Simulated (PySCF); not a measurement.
C5H9N.
SMILES: `C=C[C@]1(C)CN1`

Torsions of this conformer, `[CH2:1]=[CH:2][C@:3]1([CH3:4])[CH2:5][NH:6]1`: C1–C2–C3–C4 0°.

The closed-shell ground state was solved at several levels (PySCF, density fitting, gas phase, non-relativistic). Isolated species at its PBE0-D3(BJ)/def2-SVP geometry (one conformer only).

```tsv
level	basis functions	HOMO (eV)	LUMO (eV)	gap (eV)	dipole (D)
PBE/def2-SVPD	192	-5.61	-0.97	4.64	1.20
PBE0/def2-SVPD	192	-6.82	0.03	6.85	1.30
LDA/def2-SVPD	192	-5.76	-1.20	4.56	1.24
BHandHLYP/def2-SVPD	192	-7.89	1.07	8.96	1.42
B3LYP/def2-SVPD	192	-6.60	-0.23	6.37	1.32
```

(1) Estimate the row for HF/def2-SVPD, a basis of 192 functions; the other rows only guide the guess.

(2) Over all these levels, which gives the widest orbital gap and which the narrowest?

(3) In the def2-SVPD basis, how does the gap go with the fixed share of exact exchange?

(4) How far do the dipole and the HOMO energy spread over the levels?

## Answers

(1) HOMO -9.44 eV, LUMO 2.71 eV, gap 12.15 eV, dipole 1.53 D.

(2) HF/def2-SVPD (Hartree–Fock, all exact exchange) has the widest, 12.15 eV, and LDA/def2-SVPD (LDA) the narrowest, 4.56 eV. From the narrowest to the widest the HOMO moves by -3.68 eV and the LUMO by +3.91 eV.

(3) LDA (0 %) 4.56 eV; PBE (0 %) 4.64 eV; B3LYP (20 %) 6.37 eV; PBE0 (25 %) 6.85 eV; BHandHLYP (50 %) 8.96 eV; HF (100 %) 12.15 eV. Each rise in the share widens the gap here.

(4) The dipole runs from 1.20 to 1.53 D (mean 1.33 D) and the HOMO from -9.44 to -5.61 eV.
